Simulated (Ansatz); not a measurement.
O₂, vertical and adiabatic energies of changing the electron count

Computed with the Ansatz DFT code, driven from Python.

Run as a notebook:

```python
import itertools

import ansatz as az
from ase import Atoms
from ase.data import atomic_numbers, covalent_radii
import numpy as np
```

```python
atoms = Atoms(["O", "O"], positions=[
    [0.0, 0.0, 0.0],
    [0.0, 0.0, 1.2],
])
geometry = az.Crystal.molecule_from_ase(atoms)
```

```python
calculation = (
    geometry.calculation()
    .basis(gaussian="def2-TZVP")  # the orbital basis, by name
    .functional("pbe")
    .spin("collinear", total=2)
)
symbols = [site.symbol for site in geometry.cartesian_sites]
start = np.array([site.position_ang for site in geometry.cartesian_sites], dtype=float)
summary = calculation.relax(force_tolerance=0.01, max_steps=100).run().report
end = np.array(summary["positions_ang"])

minimum = az.Crystal.molecule()
for symbol, place in zip(symbols, end):
    minimum = minimum.atom(symbol, place.tolist())
ion = (
    minimum.calculation()
    .basis(gaussian="def2-TZVP")
    .functional("pbe")
    .charge(1)
    .spin("collinear", total=1)  # two spin channels
)
vertical = ion.run().report
settled = ion.relax(force_tolerance=0.01, max_steps=80).run().report
print(f"vertical ionisation energy   {vertical['free_energy_ev'] - summary['free_energy_ev']:.3f} eV")
print(f"adiabatic, no zero point     {settled['free_energy_ev'] - summary['free_energy_ev']:.3f} eV")
print(f"relaxation energy of the ion {vertical['free_energy_ev'] - settled['free_energy_ev']:.3f} eV")
ionised = np.array(settled["positions_ang"])
# pairs closer than 1.2 times the sum of covalent radii, before or after
radius = [covalent_radii[atomic_numbers[s]] for s in symbols]
span = lambda where, i, j: np.linalg.norm(where[i] - where[j])
bonded = [(i, j) for i, j in itertools.combinations(range(len(symbols)), 2) if min(span(end, i, j), span(ionised, i, j)) < 1.2 * (radius[i] + radius[j])]
print("pair        before    after (A)")
for i, j in bonded:
    print(f"{symbols[i]}{i}-{symbols[j]}{j}".ljust(10), f"{span(end, i, j):8.4f} {span(ionised, i, j):8.4f}")
```

    vertical ionisation energy   12.613 eV
    adiabatic, no zero point     12.211 eV
    relaxation energy of the ion 0.403 eV
    pair        before    after (A)
    O0-O1        1.2188   1.1220

Caveats:
- The energies are electronic: no zero-point or thermal terms, and the basis set is short of its limit. The product may relax into another structure. The relaxation finds the nearest minimum, so the adiabatic value is an upper bound.
- The species is open-shell (spin multiplicity 3).
- Only the spin states typed were run; another state of an ion can lie lower, by up to an eV or two.
- The spin state was assumed, and another may lie lower.
- It ran for 9.4 s on 1 thread of Intel(R) Xeon(R) Platinum 8259CL CPU @ 2.50GHz (Skylake/Cascade Lake) (shared host), peak memory 0.18 GiB.
